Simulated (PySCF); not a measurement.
# Functional benchmark on one molecule

Molecule: SMILES CC(C)C#N, C₄H₇N.

Bonds (- single, = double, # triple, : aromatic): C1-C2 1.530 Å, C2-C3 1.530 Å, C2-C4 1.466 Å, C4#N5 1.158 Å. C1 carries H6, H7, H8; C2 carries H9; C3 carries H10, H11, H12.

Geometry PBE0-D3(BJ)/def2-SVP throughout; GIAO in PySCF 2.14.0 with density-fitted response routines, gas phase, one conformer, non-relativistic; equivalent atoms averaged; basis pcSseg-2.

Reference values (measured; solution, not stated per compound (mostly CDCl3 or CCl4); Pretsch, Buehlmann, Badertscher, Structure Determination of Organic Compounds, 4th ed. (2009)): δ(C2) = 19.8 ppm, δ(C1/C3) = 19.9 ppm, δ(H9) = 2.67 ppm, δ(H6/H7/H8/H10/H11/H12) = 1.35 ppm. Computed shifts are taken against TMS, calculated as an isolated molecule at each level.

Q: How do the functionals HF, LDA, PBE, BLYP, BP86, OPBE, KT2, KT3, B97-D, B3LYP, PBE0, mPW1PW91, WP04, B97-2, BHandHLYP, CAM-B3LYP, wB97X-D, LC-wPBE perform against the reference? Times are CPU seconds on shared hosts with different chips, so compare them loosely; the GGAs took longer than the global hybrids here, which isn't the general rule, and the cause wasn't traced.

A: 
```csv
functional,kind,C2,C1/C3,H9,H6/H7/H8/H10/H11/H12,mean abs. error C,mean abs. error H,core-s
HF,Hartree–Fock,19.0,21.8,2.18,1.27,1.4,0.28,26
LDA,LDA,24.1,22.1,2.73,1.18,3.3,0.12,52
PBE,GGA,25.0,22.9,2.64,1.19,4.1,0.09,64
BLYP,GGA,25.9,23.7,2.62,1.23,4.9,0.08,64
BP86,GGA,25.0,22.9,2.64,1.20,4.1,0.09,64
OPBE,GGA,24.6,22.0,2.63,1.17,3.5,0.11,64
KT2,GGA,25.1,22.9,2.73,1.22,4.2,0.10,64
KT3,GGA,25.6,23.0,2.67,1.22,4.5,0.07,63
B97-D,GGA,25.3,23.1,2.62,1.24,4.4,0.08,63
B3LYP,global hybrid,24.3,23.2,2.52,1.24,3.9,0.13,46
PBE0,global hybrid,23.2,22.3,2.51,1.20,2.9,0.16,46
mPW1PW91,global hybrid,23.4,22.3,2.50,1.20,3.0,0.16,45
WP04,global hybrid,26.9,23.1,2.46,1.23,5.2,0.17,29
B97-2,global hybrid,23.7,22.5,2.51,1.21,3.2,0.15,28
BHandHLYP,global hybrid,22.3,22.6,2.39,1.25,2.6,0.19,27
CAM-B3LYP,range-separated hybrid,23.0,22.7,2.44,1.24,3.0,0.17,32
wB97X-D,range-separated hybrid,23.2,22.5,2.42,1.21,3.0,0.20,38
LC-wPBE,range-separated hybrid,21.4,21.5,2.33,1.20,1.6,0.24,47
```

For 13C the closest is HF (1.4 ppm, with LC-wPBE practically level) and the furthest WP04 (5.2 ppm).

For 1H the closest is KT3 (0.07 ppm, with B97-D, BLYP, BP86, PBE practically level) and the furthest HF (0.28 ppm). One molecule is a small sample, and vibrational and solvent effects are absent from the calculation.
